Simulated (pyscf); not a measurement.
F–SiH₃ + HF → SiH₄ + F–F (four-centre exchange; singlet surface; F–Si, F–H broken, H–Si, F–F formed). Structures and frequencies: ωB97X-D3(BJ)/def2-SVP in PySCF. Energies in kJ/mol from the separated reactants.

```json
[
 {"level": "ωB97X-D3(BJ)/def2-TZVP", "barrier": "731.8", "reaction energy": "+643.4"},
 {"level": "PBE/def2-TZVP", "barrier": "586.8", "reaction energy": "+612.7"},
 {"level": "r²SCAN/def2-TZVP", "barrier": "635.9", "reaction energy": "+641.7"},
 {"level": "PBE0-D3(BJ)/def2-TZVP", "barrier": "683.8", "reaction energy": "+643.8"},
 {"level": "ωB97M-D3(BJ)/def2-TZVP", "barrier": "?", "reaction energy": "+650.0"},
 {"level": "HF/def2-TZVP", "barrier": "?", "reaction energy": "?"}
]
```

**Question.** What belongs in the gaps?

**Answer.** 
- ωB97M-D3(BJ)/def2-TZVP, barrier: 726.1
- HF/def2-TZVP, barrier: 950.9
- HF/def2-TZVP, reaction energy: +702.4

At PBE, r²SCAN this geometry lies under the product side: in single points on another level's saddle the reverse barrier vanishes, and the forward threshold there is about the reaction energy. At the saddle there is also a short F–Si contact that neither side keeps. The same reactants have a lower exit, to F–SiH₃ + HF (barrier +108.3 kJ/mol at ωB97M-D3(BJ)/def2-TZVP, against +726.1 kJ/mol here). This is the saddle that the search found; another between the same sides may lie lower. One closed-shell reference is unstable to symmetry breaking; treat the single-reference values with care.
